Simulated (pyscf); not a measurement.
`[SiH3][SeH]` + `[FH]` → `[F][SiH2][SeH]` + `[H][H]` (four-centre exchange; singlet surface; H–Si, F–H broken, F–Si, H–H formed). Optimised with ωB97X-D3(BJ)/def2-SVP in PySCF. Rate constants from transition-state theory, ωB97M-D3(BJ)/def2-TZVP energies (ideal gas, 1 atm, RRHO with modes under 100 cm⁻¹ raised to 100, one conformer, R ln 2 for chiral ones without a mode under 150 cm⁻¹; no tunnelling), k in cm³ molecule⁻¹ s⁻¹.

| T (K) | 1000/T | log10 k |
|---|---|---|
| 298 | 3.354 | -33.97 |
| 600 | 1.667 | ? |
| 900 | 1.111 | -19.77 |
| 1200 | 0.833 | -17.87 |

Problem. Fit an Arrhenius line to the three values, give the activation energy, and predict k at 600 K.

Solution. Least squares gives log10 k = -12.63 − 6.37 × 1000/T, so Ea = 6.37 × ln 10 × 1.987 = 29.1 kcal/mol, against an electronic barrier of 28.2. At 600 K the line gives -23.25; the computed value is -23.38 (ΔG‡ = 47.7 kcal/mol), a factor 1.4 under the line, since the plot is curved. On the reactant side the descent ends in a complex, 5.7 kcal/mol under the separated species and 34.3 kcal/mol under the saddle at ωB97X-D3(BJ)/def2-TZVP. One saddle was located; it need not be the lowest between these sides. Elements up to Kr have no core potential and no relativistic terms here.
